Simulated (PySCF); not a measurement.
Species: C3H4F2.
Atom-mapped SMILES: `[CH2:1]=[C:2]([F:3])[CH2:4][F:5]` (hydrogens: H6, H7 on C1; H8, H9 on C4)

Computed with PySCF, PBE0-D3(BJ)/def2-SVP geometry optimisation, gas phase.

**Question.** Give the optimised bond lengths and angles.

**Answer.** 
```tsv
bond	length (bohr)
C1=C2	2.505
C2–F3	2.526
C2–C4	2.824
C4–F5	2.573
C1–H6	2.058
C1–H7	2.061
C4–H8, C4–H9	2.089
```

Bonds in one row agree within 0.02 bohr and their mean is given. A selection of angles:
```tsv
angle	degrees
C2–C1–H6	119.0
C2–C1–H7	120.8
H6–C1–H7	120.1
C1–C2–F3	122.5
C1–C2–C4	127.0
F3–C2–C4	110.6
C2–C4–F5	111.1
C2–C4–H8	109.3
F5–C4–H8	109.7
H8–C4–H9	107.6
```

Torsions: C1–C2–C4–F5 0° (synperiplanar).

The 5 heavy atoms lie in one plane (0.001 Å rms). The 2 C–C bonds span 1.325 Å (C1=C2, drawn double) to 1.495 Å (C2–C4, drawn single), a spread of 0.170 Å. The 2 C–F bonds span 1.337 Å (C2–F3, drawn single) to 1.362 Å (C4–F5, drawn single), a spread of 0.025 Å. Of the pairs four or more bonds apart, F5···H6 is among the closest relative to their van der Waals radii: 2.47 Å, 92 % of the sum of Bondi's values.

Point group: Cs (every atom within 0.08 Å of its image). Stationary, but not proved a minimum. The numbers are those of one conformer.

On one thread of an Intel Xeon 6975P-C, shared host with 192 logical CPUs at a one-minute load of 58, this took 16 s of wall time and 0.39 GiB of memory at its peak. These figures are those of the optimisation.
